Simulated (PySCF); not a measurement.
## Worked example: chemical shift, span and skew from a shielding tensor

CH₂Cl₂, SMILES ClCCl. Atoms are numbered in the order given.

```xyz
5

Cl    -1.4688     0.0000     0.2146
C      0.0000     0.0000    -0.7593
Cl     1.4688     0.0000     0.2146
H      0.0000     0.8970    -1.3708
H      0.0000    -0.8970    -1.3708
```

Geometry optimised at PBE0-D3(BJ)/def2-TZVP.

GIAO shieldings from PBE/pcSseg-2 (PySCF), non-relativistic, no solvent. The symmetric part of the tensor of C2 has the principal values 55.1, 133.9, 140.0 ppm. The same nucleus in TMS has σ = 181.4 ppm at this level (PySCF, at its B3LYP-D3(BJ)/def2-TZVP geometry). Without spin–orbit terms, shifts of atoms bonded to Cl or Br come out too high.

Problem. Work out the isotropic shielding, the ¹³C shift against TMS, the span and the skew.

Solution. 
σ(iso) = (σ11 + σ22 + σ33)/3 = 109.7 ppm. δ = σ(ref) − σ(iso) = 181.4 − (109.7) = 71.7 ppm.
Span Ω = σ33 − σ11 = 84.9 ppm. Skew κ = 3(σ(iso) − σ22)/Ω = -0.86. Tumbling in solution averages the tensor to δ; in a static solid the shielding alone would spread this spin-1/2 line over Ω.
